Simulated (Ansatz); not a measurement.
Gas-phase electronic energies from Ansatz, PBE0-D4/def2-TZVP geometries. CBS: MP2 limit from def2 TZ/QZ plus the TZ coupled-cluster correction, frozen cores. This one scheme is used for every species. Functionals use def2-TZVPP. No spin–orbit coupling; open shells (•) take unrestricted orbitals.

CH₃NH₂ + `[OH]`• → `C[NH]`• + H₂O  (hydrogen abstraction from the N–H bond)

| level | ΔE (kJ/mol) | difference from CCSD(T)/CBS |
| --- | --- | --- |
| LDA (SPW92) | -101.0 | -25.6 |
| PBE-D4 | -84.7 | -9.3 |
| r2SCAN-D4 | -80.8 | -5.4 |
| PBE0-D4 | -73.7 | 1.7 |
| r2SCANh-D4 | -77.3 | -1.9 |
| PBE | -85.5 | -10.1 |
| revPBE | -82.2 | -6.8 |
| r2SCANh | -77.5 | -2.1 |
| r2SCAN0 | -72.6 | 2.8 |
| LC-ωPBE | -73.4 | 2.0 |
| MP2/def2-SVP | -61.7 | 13.7 |
| CCSD(T)/def2-SVP | -57.6 | 17.8 |
| HF/def2-TZVPP | -41.5 | 33.9 |
| CCSD(T)/def2-TZVPP | -71.0 | 4.4 |
| MP2/def2-QZVPP | -78.3 | -2.9 |
| MP2/CBS(def2) | -80.0 | -4.6 |
| CCSD(T)/CBS | -75.4 | 0 |

Largest T1 diagnostic among the species: 0.013.

Leaving LDA and LC-ωPBE aside and taking each functional with its dispersion term where it has one, the values, not all of them listed here, spread over 22.4 kJ/mol, from PBE-D4 to BHLYP-D4. LDA lies −15.5 kJ/mol from PBE without D4. From PBE to PBE0 (25 % exact exchange), in def2-TZVPP and without D4, ΔE moves by +11.2 kJ/mol. At CCSD(T), def2-SVP lies +17.8 kJ/mol from the extrapolated value and def2-TZVPP +4.4 kJ/mol.
